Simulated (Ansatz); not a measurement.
`N[SiH2][O]` radical, relaxed with UKS PBE0-D4/def2-TZVP in the Gaussian-basis code of Ansatz from a PBE-D4/def2-SVP geometry. The force threshold is 0.005 eV/Å; the program also tests the step.

Charge 0, multiplicity 2.

Start:

```xyz
7

N    -0.764    0.628   -0.463
Si    0.418   -0.318    0.353
O     1.917    0.310    0.632
H    -1.755    0.603   -0.221
H    -0.570    1.182   -1.299
H     1.055   -1.433   -0.505
H    -0.301   -0.972    1.504
```

Q: How much energy does the relaxation release, and in how many steps? (An estimate is asked.)

A: The calculation gave: 9.14 kJ/mol, in 10 steps.

Q: Which bonds change most? (An estimate is asked.)

A: Computed: Si2–H6 from 1.544 to 1.490 Å; Si2–H7 from 1.506 to 1.485 Å; N1–Si2 from 1.720 to 1.699 Å; N1–H5 from 1.022 to 1.007 Å.

Q: Give the relaxed structure. (An estimate is asked.)

A: Ansatz gave: 
```xyz
7

N    -0.801    0.487   -0.527
Si    0.407   -0.380    0.296
O     1.763    0.390    0.860
H    -1.548    0.941   -0.028
H    -0.640    0.913   -1.425
H     1.064   -1.335   -0.642
H    -0.246   -1.017    1.467
```
